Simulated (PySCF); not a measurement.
Work out the structure from these simulated measurements.

Formula: C2H4N2.

* Rotational structure: rotational constants A, B, C: 30.475, 4.822, 4.371 GHz [PBE0-D3(BJ)/def2-TZVP]
* 1H NMR: chemical shifts (computed TMS as zero) by class: 3.34 (2 H), 0.87 (2 H) ppm [GIAO B97-2/pcSseg-2]
* NMR, other nuclei: isotropic shieldings of nuclei other than C and H, by class: -29 (1 N), 229 (1 N) ppm [GIAO B97-2/pcSseg-2]
* 13C NMR: chemical shifts (computed TMS as zero) by class: 126.1 (1 C), 33.6 (1 C) ppm [GIAO B97-2/pcSseg-2]
* Dipole: 2.72 D [B97-2/pcSseg-2]

Electronic properties: PySCF, gas phase, density fitting. Levels stand in brackets. Isolated species at its PBE0-D3(BJ)/def2-TZVP geometry (one conformer only). NMR values are class means; diastereotopic atoms form classes of their own.

Question: Propose a structure and show how it fits.

Answer: Numbering: `[N:1]#[C:2][CH2:3][NH2:4]`. Its formula, C2H4N2, gives 2 degrees of unsaturation: 0 rings and 2 π bonds in the structure found. 2 carbons fall into 2 classes; from least to most shielded: nitrile carbon [C2] (126.1 ppm), sp3 carbon bound to nitrogen [C3] (33.6 ppm). Hydrogen classes from least to most shielded: 2 H on an sp3 carbon bound to nitrogen, C3 (3.34 ppm), 2 H on a primary amine nitrogen, N4 (0.87 ppm). The other shieldings belong to: -29 ppm, nitrile nitrogen [N1]; 229 ppm, primary amine nitrogen [N4]. The optimised geometry has point group Cs and is an asymmetric top. Structure: aminoacetonitrile (`C(C#N)N`). The assignments are read from this structure; whether some other isomer fits the data as well wasn't checked.

Conformer computed: `[N:1]#[C:2][CH2:3][NH2:4]`: H–N4–C3–C2 -59°, H–N4–C3–C2 59°.
